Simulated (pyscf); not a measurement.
PySCF, gas phase, ωB97X-D3(BJ)/def2-SVP geometries. Correlated levels are frozen-core, on RHF or UHF. ΔMP2 is the change of the MP2 total energy from the triple- to the quadruple-zeta basis.

Q: How much does it cost (ΔH, 298 K, CCSD(T)/def2-TZVPP + ΔMP2(QZVPP)) to split `[OH][Sn]([F])([F])[F]` at its O–Sn bond into OH• + F–Sn•(F)–F?

A: O–Sn to OH• + F–Sn•(F)–F: 373.6 kJ/mol. The CCSD(T) − MP2 part came from Ansatz, without density fitting, on the same reference. The frozen core leaves the outer d or s,p core shells of the metals and heavy elements correlated in the MP2 and CC values, and def2-TZVPP describes them poorly, which can shift differences by a few kcal/mol. Left out: the spin-orbit lowering of OH. Elements past Kr carry the def2 core potentials, without spin-orbit coupling.
